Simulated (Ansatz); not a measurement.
# Ge (P4₃2₁2, No. 96, 12 atoms in the cell; start mp-137; another form than the element's usual one)

All values below come from r²SCAN (Ansatz, a first-principles code, PAW).

Run with plane-wave cutoff 500 eV, 8×8×6 k mesh (along the axes of the cell as run), Fermi–Dirac smearing 0.05 eV, scalar-relativistic PAW data made under PBE.

Cell (relaxed at this level):

```
CELL_PARAMETERS angstrom
      5.95031     0.00000     0.00000
      0.00000     5.95031     0.00000
      0.00000     0.00000     7.08412
ATOMIC_POSITIONS crystal
  Ge 0.08451 0.08451 0.00000
  Ge 0.41549 0.58451 0.75000
  Ge 0.91549 0.91549 0.50000
  Ge 0.58451 0.41549 0.25000
  Ge 0.16941 0.37270 0.24449
  Ge 0.12730 0.66941 0.99449
  Ge 0.83059 0.62730 0.74449
  Ge 0.87270 0.33059 0.49449
  Ge 0.66941 0.12730 0.00551
  Ge 0.62730 0.83059 0.25551
  Ge 0.33059 0.87270 0.50551
  Ge 0.37270 0.16941 0.75551
```

- band gap = 0.82 eV (on the SCF k mesh)

Note: the relaxation could not lower the start's symmetry, so the cell can be a saddle point above a distorted one.

Spin–orbit coupling is not included.

The computed numbers hold no vibrational or temperature effects.

Cost on a shared machine: roughly 20 core-minutes.

A start named mp-… is a Materials Project structure, which need not be a measured phase.
